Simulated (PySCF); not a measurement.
carbon disulfide anion (CS2), SMILES S=C=S (connectivity only; charge and spin as stated), charge -1, multiplicity 2.

Geometry: PBE0-D3(BJ)/def2-TZVPD. The spin state was assumed, not searched.

The numbers are results of PBE/def2-TZVPD in PySCF, not measurements.

 A positive occupied level means that this level leaves the electron formally unbound; only the finite basis holds it.

total energy: -834.16847 hartree
point group: C2v
α spin, highest occupied and lowest empty level: 1.67 and 2.60 eV
β spin, highest occupied and lowest empty level: -0.43 and 2.67 eV
dipole moment about the centre of nuclear charge: 0.13 D
mean static polarisability: 98.1 bohr³ (14.54 Å³)
polarisability, principal values: 61.5, 81.7, 151.2 bohr³
⟨S²⟩: 0.754 (pure state 0.75)
